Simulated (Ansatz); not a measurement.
[B2H4]− (SMILES B[BH2-]): methods side by side

[B2H4]− has 6 atoms, charge -1, and is taken as a doublet. SMILES: `B[BH2-]`. The coordinates come from a GFN2-xTB relaxation.

```xyz
6

B    -0.1716   -0.7714   -0.0253
B     0.1693    0.7737    0.0273
H    -0.5804   -1.4388    0.9210
H    -0.0699   -1.4854   -1.0207
H     0.5757    1.4355   -0.9254
H     0.0769    1.4865    1.0230
```

Quantity: the energy change with the B1–H3 bond stretched from 1.228 to 1.535 Å, in eV. The values are calculated.

```csv
level,kind,program,value (eV),less FCI/STO-3G,CPU time (all runs)
UHF/STO-3G,Hartree–Fock,Ansatz,1.26,+0.30,0.11 s
UBLYP/STO-3G,GGA,Ansatz,0.90,-0.06,2.1 s
U-r2SCAN/STO-3G,meta-GGA,Ansatz,1.01,+0.05,5.6 s
U-r2SCAN0/STO-3G,hybrid meta-GGA,Ansatz,1.10,+0.14,5 s
UB3LYP/STO-3G,global hybrid,Ansatz,1.00,+0.04,2.2 s
UBHLYP/STO-3G,global hybrid,Ansatz,1.14,+0.18,2 s
U-wB97X/STO-3G,range-separated hybrid,Ansatz,1.06,+0.10,11 s
UCCSDTQ/STO-3G,coupled cluster or CI,Ansatz,0.96,0.00,30 s
FCI/STO-3G,exact in the basis,Ansatz,0.96,0.00,8.7 s
```

FCI/STO-3G is exact within its basis and frozen core, so for wave-function methods in that basis the difference is their error; functionals converge differently with the basis, so for them it is only a difference. Sets without diffuse functions describe the anion poorly. The first shape isn't each level's own minimum. The values span 0.90 to 1.26 eV. All rows use very small basis sets, so even the best lies far from the true value. CPU times are rough (shared hosts, several kinds of processor): they show what a rung costs within a factor of a few.
